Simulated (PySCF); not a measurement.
## Gas-phase deprotonation enthalpies (298 K, kJ/mol) at the best site tried

Energies: B3LYP-D3(BJ)/ma-def2-TZVP (PySCF, density fitting, integration grid level 2) on PBE0-D3(BJ)/ma-def2-SVP structures. The prefix ma- adds one diffuse s and one diffuse p function on all atoms but H. Enthalpies at 298.15 K use unscaled PBE0-D3(BJ)/ma-def2-SVP harmonic frequencies.

```tsv
molecule	value	site or products
[PH3]=S (H3PS)	1414	[PH2-]=S
formic acid, O=CO (CH2O2)	1430	O=C[O-]
fluoroacetylene, C#CF (C2HF)	1563	[C-]#CF
dimethylaluminum chloride, [CH3][Al]([CH3])[Cl] (C2H6AlCl)	1567	[CH2-][Al]([CH3])[Cl]
[CH3][AlH2] (CH5Al)	1573	[CH2-][AlH2]
```

Gas phase, one low conformer a species, no spin-orbit coupling; the best conformer of a species may have been missed, which can turn small differences round.

---

## Gas-phase deprotonation enthalpies (298 K, kJ/mol) at the best site tried

Level of theory: M06-2X/ma-def2-SVP single points in PySCF, grid level 3; every species was optimised with PBE0-D3(BJ)/def2-SVP. The prefix ma- adds one diffuse s and one diffuse p function on all atoms but H. Enthalpies at 298.15 K use unscaled GFN2-xTB harmonic frequencies. These were taken at the GFN2-xTB minima.

```tsv
molecule	value	site or products
C#Cc1ncc[nH]1 (C5H4N2)	1420	C#Cc1ncc[n-]1
C#C[SiH2]/C=N\C (C4H7NSi)	1474	C#C[SiH-]C=NC
COC(=O)C(=O)O[SiH3] (C3H6O4Si)	1489	COC(=O)C(=O)O[SiH2-]
Cc1cnnn1C (C4H7N3)	1555	[CH2-]c1cnnn1C
```

Gas phase, one low conformer a species, no spin-orbit coupling; the best conformer of a species may have been missed, which can turn small differences round.

ma-def2-SVP is a small basis, whose errors can reach tens of kJ/mol.

---

## Gas-phase deprotonation enthalpies (298 K, kJ/mol) at the best site tried

Computed at M06-2X/ma-def2-TZVP // PBE0-D3(BJ)/ma-def2-SVP with PySCF (density fitting, grid level 3). Enthalpies at 298.15 K use unscaled PBE0-D3(BJ)/ma-def2-SVP harmonic frequencies.

```
                       molecule  value  site or products
sulfanylsilane, [SiH3]S (H4SSi)   1394        [SiH3][S-]
                O[SiH3] (H4OSi)   1496        [O-][SiH3]
                      BC (CH5B)   1522           B[CH2-]
   hydrogen peroxide, OO (H2O2)   1572             [O-]O
methylene fluoride, FCF (CH2F2)   1663           F[CH-]F
 hydrogen molecule, [H][H] (H2)   1666              [H]-
           hydrazine, NN (H4N2)   1686            [NH-]N
                        B (BH3)   1719  [BH2]- (triplet)
               methane, C (CH4)   1742            [CH3]-
```

Gas phase, one low conformer a species, no spin-orbit coupling; the best conformer of a species may have been missed, which can turn small differences round.
